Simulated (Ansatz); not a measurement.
in.yaml

```yaml
crystal:
  periodic: [false, false, false]
  atoms:
    - {symbol: Si, position_ang: [-0.016665, 0.016693, 0.016562]}
    - {symbol: H, position_ang: [0.839185, 0.875438, 0.873393]}
    - {symbol: H, position_ang: [-0.876217, -0.837731, 0.874008]}
    - {symbol: H, position_ang: [-0.871395, 0.872228, -0.844587]}
    - {symbol: H, position_ang: [1.372793, -1.375071, -1.364310]}
basis:
  gaussian: {orbitals: cc-pVDZ}
magnetization: {spin_polarized: false}
correlation: {method: ccsdt_q, electrons: outside_noble_gas}
```

```sh
$ ansatz run in.yaml --threads 1 --pin off --events-out ev --progress --plain --max-ram 2393MiB
```

Output:

```
704 factors; integrals over basis functions are off by at most 2.0e-7 eV
mean field evaluation 1: about -7921.7312 eV, gradient 9.5e0 eV
mean field evaluation 2: about -7921.7316 eV, gradient 9.5e0 eV
mean field evaluation 4: about -7922.2777 eV, gradient 5.4e-1 eV
mean field evaluation 8: about -7922.2786 eV, gradient 6.9e-5 eV
mean field evaluation 16: about -7922.2786 eV, gradient 2.3e-6 eV
mean field -7922.27861733 eV, -291.1383692736 hartree, gradient 2.3e-6 eV, S^2 0.000000; 0 other end points of the search recorded, 0 dependent functions left out; unrestricted orbitals would lower it
mean field evaluation 32: about -7922.3782 eV, gradient 8.0e0 eV
5 core orbitals not correlated: weight in the atoms' cores, before any rotation towards them, 1.000 or more for the frozen orbitals, at most 0.000 for the correlated occupied ones
reference -7922.27861733 eV, -291.1383692736 hartree; 4, 4 occupied and 29, 29 virtual orbitals, 704 factors
second order -3.30828132 eV of doubles, -0.00000000 eV of singles
cycle   1  -3.99250526 eV  change   -6.8e-1 eV  update   8.7e-2
cycle   2  -4.46454649 eV  change   -4.7e-1 eV  update   4.6e-2
cycle   3  -4.53343398 eV  change   -6.9e-2 eV  update   1.8e-2
cycle   4  -4.52751473 eV  change    5.9e-3 eV  update   6.4e-3
cycle   5  -4.52851986 eV  change   -1.0e-3 eV  update   1.5e-3
cycle   6  -4.52768495 eV  change    8.3e-4 eV  update   4.9e-4
cycle   7  -4.52766239 eV  change    2.3e-5 eV  update   1.3e-4
cycle   8  -4.52779413 eV  change   -1.3e-4 eV  update   4.7e-5
cycle   9  -4.52777797 eV  change    1.6e-5 eV  update   1.8e-5
cycle  10  -4.52776632 eV  change    1.2e-5 eV  update   6.2e-6
cycle  11  -4.52776966 eV  change   -3.3e-6 eV  update   2.1e-6
cycle  12  -4.52776988 eV  change   -2.2e-7 eV  update   6.0e-7
perturbative correction -0.00420671 eV, -0.0001545937 hartree
Total energy: -7926.81059392 eV, -291.3049163414 hartree
```

Ran on 1 thread of Intel Xeon 6975P-C, shared host: 1.2 s wall, 0.16 GiB peak host memory.
